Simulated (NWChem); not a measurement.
PH2, doublet; SMILES [PH2]

```xyz
3

P      0.0000     0.0000     0.1177
H      1.0257     0.0000    -0.8830
H     -1.0257     0.0000    -0.8830
```
Atoms are numbered in this order, from 1.

In the optimisation the excess spin sits in b2 (C2v, its own frame). Coordinates come from a PBE0/def2-SVP, spin-unrestricted optimisation. No stability test was run on the SCF state.

Symmetry labels are those of C2v in the frame above (b1 and b2, or b-type labels, depend on it). States above −ε(HOMO) = 7.2 eV lie in this functional's continuum and hang on the basis.

List the 6 lowest vertical excitations from PBE0/6-31+G* (spherical d), spin-unrestricted, TDA (NWChem).


```
state    energy (eV)  oscillator strength  symmetry of the excitation  <S²>
-------  -----------  -------------------  --------------------------  ----
state 1         3.04                0.013                          a1  0.76
state 2         5.37                0.000                          b1  0.76
state 3         5.86                0.046                          a1  0.76
state 4         6.07                0.000                          b1  0.76
state 5         7.05                0.006                          b2  2.68
state 6         7.45                0.000                          b1  0.76
```
